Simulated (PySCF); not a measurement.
What the settings do

Molecule: `InChI=1S/C3H7N/c1-3-4-2/h3H,1-2H3/b4-3-`; geometry GFN2-xTB.

Bonds (- single, = double, # triple, : aromatic): C1-C2 1.501 Å, C2=N3 1.254 Å, N3-C4 1.430 Å. C1 carries H5, H6, H7; C2 carries H8; C4 carries H9, H10, H11. Stereochemistry as in C/C=N\C.

All runs: PySCF, non-relativistic, gas phase unless a solvent (IEF-PCM) is named; grid level 2, GIAOs and SCF threshold 1e-9 unless changed. The yardstick, PBE0/pcSseg-1, gives these isotropic shieldings σ (ppm, equivalent atoms averaged): C2 24.5, C4 146.6, C1 171.9, N3 -113.3, H8 23.91, H9/H10/H11 28.10, H5/H6/H7 29.92.

**Question.** What do these inputs give? (1) PBE0/pcSseg-1; conv 1e-07; (2) PBE0/pcSseg-1; conv 0.01; max_cycle 54

**Answer.** 
```tsv
run	outcome	functions	wall time	C2	C4	C1	N3	H8	H9/H10/H11	H5/H6/H7
1	converged	103	4.8 s	24.5	146.6	171.9	-113.3	23.91	28.10	29.92
2	converged	103	5.2 s	24.3	147.0	168.6	-113.6	23.84	28.15	29.76
```

Times are on 1 thread of an Intel Xeon Platinum 8488C, shared host.

**Question.** Comment on the technical settings and failures.

**Answer.** 
- Run 2: A loose SCF threshold (0.01) leaves errors in the orbitals that response properties inherit. The cycle limit changes the path of the SCF (4 cycles), not the solution, provided the same state is reached.

Run 2 was set up unsoundly or failed; its numbers aren't to be quoted as properties of the molecule.
